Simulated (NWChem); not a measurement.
System meant: C$_{2}$H$_{6}$S anion, doublet; SMILES of the neutral closed-shell parent CCS

Here is an NWChem input.

```
start job
memory heap 200 mb stack 900 mb global 1100 mb
charge -1
geometry units angstroms noautoz
  C      0.374572    -1.681593    -0.119184
  C     -0.556359    -0.477964     0.018949
  S      0.282790     1.148453    -0.187341
  H     -0.188265    -2.627741    -0.001013
  H      1.155724    -1.645021     0.656959
  H      0.867495    -1.684392    -1.104698
  H     -1.365396    -0.526418    -0.722932
  H     -1.011487    -0.476959     1.032147
  H      0.409788     1.250844     1.331009
end
basis spherical
  * library def2-svp
end
dft
  odft
  mult 2
  xc xpbe96 cpbe96
  iterations 4
  mulliken
end
task dft energy
```

End of the output:

```
     --------------------------
     Expectation value of S2:
     --------------------------
      <S2> =      0.7514 (Exact =     0.7500)

 center of mass
 --------------
 x =   0.02077279 y =   0.17194960 z =  -0.04200588

 moments of inertia (a.u.)
 ------------------
         352.834294548302          -0.000000000000          -0.000000000000
          -0.000000000000          64.088877632135          -0.000000000000
          -0.000000000000          -0.000000000000         377.834372728370

     Multipole analysis of the density
     ---------------------------------

     L   x y z        total         alpha         beta         nuclear
     -   - - -        -----         -----         ----         -------
     0   0 0 0     -1.000000    -18.000000    -17.000000     34.000000

     1   1 0 0     -0.012717      0.136858     -0.149575      0.000000
     1   0 1 0     -1.218532     -1.230366      0.011834      0.000000
     1   0 0 1     -0.775195     -1.129114      0.353919      0.000000

     2   2 0 0    -25.719298    -30.337931    -27.148376     31.767009
     2   1 1 0      0.172636      1.203560      1.474995     -2.505919
     2   1 0 1      0.944360      1.109169     -0.150567     -0.014242
     2   0 2 0    -30.190808   -114.808464   -108.246879    192.864535
     2   0 1 1     -1.158000     -3.430067     -0.842970      3.115037
     2   0 0 2    -28.408785    -28.385388    -19.232195     19.208797

 ------------------------------------------------------------------------
 dft energy failed                                                                                  0
 ------------------------------------------------------------------------
 ------------------------------------------------------------------------
  current input line :
    25: task dft energy
 ------------------------------------------------------------------------
 ------------------------------------------------------------------------
 This type of error is most commonly associated with calculations not reaching convergence criteria
 ------------------------------------------------------------------------
 For more information see the NWChem manual at https://nwchemgit.github.io

0:dft energy failed:Received an Error in Communication
```

Problem. What is wrong, and how is it mended?

Solution. Convergence was not reached. Cause: the SCF was allowed too few iterations. This input runs:
```
start job
memory heap 200 mb stack 900 mb global 1100 mb
charge -1
geometry units angstroms noautoz
  C      0.374572    -1.681593    -0.119184
  C     -0.556359    -0.477964     0.018949
  S      0.282790     1.148453    -0.187341
  H     -0.188265    -2.627741    -0.001013
  H      1.155724    -1.645021     0.656959
  H      0.867495    -1.684392    -1.104698
  H     -1.365396    -0.526418    -0.722932
  H     -1.011487    -0.476959     1.032147
  H      0.409788     1.250844     1.331009
end
basis spherical
  C library def2-svp
  S library def2-svp
  H library def2-svp
end
dft
  odft
  mult 2
  xc xpbe96 cpbe96
  iterations 150
  mulliken
end
task dft energy
```
It converges to -477.45823 Ha (PBE/def2-SVP, spin-unrestricted).
